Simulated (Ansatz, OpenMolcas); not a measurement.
# How methods differ on CHP (methylidynephosphane)

CHP has 3 atoms, charge 0, and is taken as a singlet. As SMILES, `C#P`. The coordinates come from a GFN2-xTB relaxation.

```xyz
3

C    -0.1371    0.0598   -0.0664
P     1.1492   -0.5127    0.5742
H    -1.0121    0.4528   -0.5078
```

Quantity: the energy change with the C1–P2 bond stretched from 1.547 to 3.094 Å, in eV. The values are calculated.

```
                      level                   kind     program  value (eV)  less FCI/STO-3G
     HF/STO-3G (restricted)           Hartree–Fock      Ansatz       12.65            +5.10
  SVWN5/STO-3G (restricted)                    LDA      Ansatz       12.22            +4.67
 r2SCAN/STO-3G (restricted)               meta-GGA      Ansatz       12.15            +4.60
  B3LYP/STO-3G (restricted)          global hybrid  OpenMolcas       12.14            +4.59
  BHLYP/STO-3G (restricted)          global hybrid      Ansatz       12.57            +5.02
   PBE0/STO-3G (restricted)          global hybrid      Ansatz       12.69            +5.14
BCCD(T)/STO-3G (restricted)  coupled cluster or CI      Ansatz       10.30            +2.75
CCSD(T)/STO-3G (restricted)  coupled cluster or CI      Ansatz       10.14            +2.59
                 FCI/STO-3G     exact in the basis  OpenMolcas        7.55             0.00
```

FCI/STO-3G is exact within its basis and frozen core, so for wave-function methods in that basis the difference is their error; functionals converge differently with the basis, so for them it is only a difference. A spin-restricted reference rises too steeply as a bond breaks; here HF/STO-3G, SVWN5/STO-3G, r2SCAN/STO-3G, B3LYP/STO-3G, BHLYP/STO-3G, PBE0/STO-3G, BCCD(T)/STO-3G, CCSD(T)/STO-3G lie well above the multireference or unrestricted value. The first shape isn't each level's own minimum. The values span 7.55 to 12.69 eV. All rows use very small basis sets, so none should be taken for the real molecule's value.
